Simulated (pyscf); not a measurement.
Thermochemistry of product channels of `[CH2]=[CH][Cl]` + `[CH3]` [doublet] on the doublet surface, in kcal/mol, from ωB97M-D3(BJ)/def2-TZVP energies (ideal gas, 1 atm, RRHO with modes under 100 cm⁻¹ raised to 100, one conformer, R ln 2 for rigid chiral ones). Single points on ωB97X-D3(BJ)/def2-SVP structures (PySCF, gas phase).

```
products                            ΔE  ΔH(298 K)  ΔG(298 K)  ΔG(1200 K)
-------------------------------  -----  ---------  ---------  ----------
`[CH3][CH2][CH][Cl]` [doublet]   -31.8      -27.5      -17.3       +13.5
`[CH3][C]([CH3])[Cl]` [doublet]  -36.2      -32.1      -22.1        +8.3
```

The channel to H₃C–CH₂–CH•–Cl turns unfavourable between 298 and 1200 K (ΔG from -17.3 kcal/mol to +13.5 kcal/mol). The channel to H₃C–C•(CH₃)–Cl turns unfavourable between 298 and 1200 K (ΔG from -22.1 kcal/mol to +8.3 kcal/mol).

These are energies of the channels, which say nothing of barriers.
